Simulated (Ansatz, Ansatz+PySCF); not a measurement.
```xyz
8

B     0.0000    0.0000   -0.8423
N     0.0000    0.0000    0.6620
H     0.0000   -1.0859   -1.1425
H    -0.9404    0.5429   -1.1425
H     0.9404    0.5429   -1.1425
H     0.0000    0.8753    1.0016
H    -0.7580   -0.4376    1.0016
H     0.7580   -0.4376    1.0016
```

RHF on singlet BNH6 was run in several spherical basis sets with Ansatz (development build ahead of 0.2.0). Caution for RHF: no unrestricted run beside it, a lower state can exist.

Rank the basis sets by the total energy that they give, lowest first, with the distance from the lowest.
A. cc-pVTZ
B. cc-pVDZ
C. def2-TZVP
D. 6-31G(d)
E. def2-SVP

A (0.00 eV), C (0.03 eV), B (0.94 eV), D (1.25 eV), E (2.69 eV).

Totals follow the description of the cores as much as that of the bonds, so this order isn't one of quality for chemistry.
